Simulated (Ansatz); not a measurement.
## Worked example: vertical ionisation energy of C2H4ClF (1-chloro-2-fluoroethane)

C2H4ClF: 8 atoms, total charge 0, spin state singlet. SMILES: `FCCCl`. The coordinates come from a PBE0-D4/def2-TZVP relaxation. This is one conformer, not always the lowest.

Both states at this one shape; open shells run unrestricted unless said. 1 Eh = 27.2114 eV.

| level | program | singlet C2H4ClF (Eh) | doublet C2H4ClF+ (Eh) | HOMO of the first (eV) |
| --- | --- | --- | --- | --- |
| HF/6-311+G** | Ansatz | -637.057000 | -636.673969 | -12.05 |
| SVWN5/6-311+G** | Ansatz | -635.871493 | -635.467933 | -7.35 |
| B3LYP/6-31G* (Cartesian functions) | Ansatz | -638.647561 | -638.243390 | -8.18 |

**Question.** Work out the vertical ionisation energy at each level.

**Answer.** 
1. HF/6-311+G**: -636.673969 − (-637.057000) = 0.383031 Eh = 10.42 eV; −ε(HOMO) = 12.05 eV.
2. SVWN5/6-311+G**: -635.467933 − (-635.871493) = 0.403560 Eh = 10.98 eV; −ε(HOMO) = 7.35 eV.
3. B3LYP/6-31G* (Cartesian functions): -638.243390 − (-638.647561) = 0.404171 Eh = 11.00 eV; −ε(HOMO) = 8.18 eV.

No measured value is set beside it here; the levels span 10.42 to 11.00 eV. In Hartree–Fock, −ε(HOMO) (Koopmans) exceeds the difference of totals by the orbital relaxation of the ion. In semi-local functionals −ε(HOMO) lies far under the ionisation energy, a result of self-interaction, while the difference of totals does much better. Hartree–Fock favours the state with fewer electron pairs, since it lacks pair correlation.
